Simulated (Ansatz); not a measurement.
# CO2 (singlet): from Hartree-Fock to the top rungs, cc-pVDZ

An exercise on one series of results from a longer session: the logs are not shown, and one member is left open.

The runs use Ansatz 0.2.0, Gaussian basis; cc-pVDZ, core rule «outside noble gas», up to 3 orbitals frozen.

To be run: UHF; CCSD(T) on RHF; BCCD(T) on RHF; CISD; CCSDT(Q) on RHF; CCSDTQ on RHF; CASSCF and MRCISD+Q, 16 electrons in 12 orbitals; CASSCF and NEVPT2, 16 electrons in 12 orbitals.

3 further runs of the same task are left out: 3 set aside as unsound or not needed.

## What is computed

The geometry is a PBE0/def2-TZVP stationary point (not a proven minimum).

3 atoms, charge 0, spin multiplicity 1.

Atoms are counted from 1 here; the program's logs count them from 0.

Bond lengths: C1–O2 1.157 Å, C1–O3 1.157 Å. Angles: O2–C1–O3 180.0°.

As a file:

```
C     0.0000    0.0000    0.0000
O     0.0000    0.0000   -1.1568
O     0.0000    0.0000    1.1568
```

Set-up of the first run:

Input file in.yaml:

```yaml
crystal:
  periodic: [false, false, false]
  atoms:
    - {symbol: C, position_ang: [0.000000, 0.000000, 0.000000]}
    - {symbol: O, position_ang: [0.000000, 0.000000, -1.156800]}
    - {symbol: O, position_ang: [0.000000, 0.000000, 1.156800]}
basis:
  gaussian: {orbitals: cc-pVDZ}
magnetization: {spin_polarized: true, initial_magnetization: 0}
hamiltonian: {xc: hf}
output: {orbitals: {seedname: orbitals}}
```

On the command line:

```console
ansatz run in.yaml --threads 1 --pin off --events-out ev --progress --plain --max-ram 4096MiB --backend cpu
```

Among the steps run: UHF; CCSD(T) on RHF; BCCD(T) on RHF; CISD; CCSDT(Q) on RHF; CCSDTQ on RHF; CASSCF and MRCISD+Q, 16 electrons in 12 orbitals; CASSCF and NEVPT2, 16 electrons in 12 orbitals.

One table of the session follows, with a row left open; its other results are not shown here.

It belongs to the step «Misses and costs». 

| method | from RCCSDTQ (kJ/mol) |
| --- | --- |
| RHF | +1305.7 |
| RMP2 | +44.8 |
| CISD | +168.2 |
| RCCSD | +51.9 |
| RCCSD(T) | ? |
| BCCD(T) | +4.4 |
| RCCSDT | +4.6 |
| RCCSDT(Q) | -0.8 |
| RCCSDTQ | 0 |
| CASSCF valence | +841.9 |
| NEVPT2 valence | +126.5 |
| MRCISD valence | +59.1 |
| MRCISD+Q valence | +4.9 |

**Question.** Estimate the row for RCCSD(T).

The run gave: from RCCSDTQ (kJ/mol): +5.2. In the column «from RCCSDTQ (kJ/mol)» it lies between MRCISD+Q valence (+4.9) and RMP2 (+44.8).
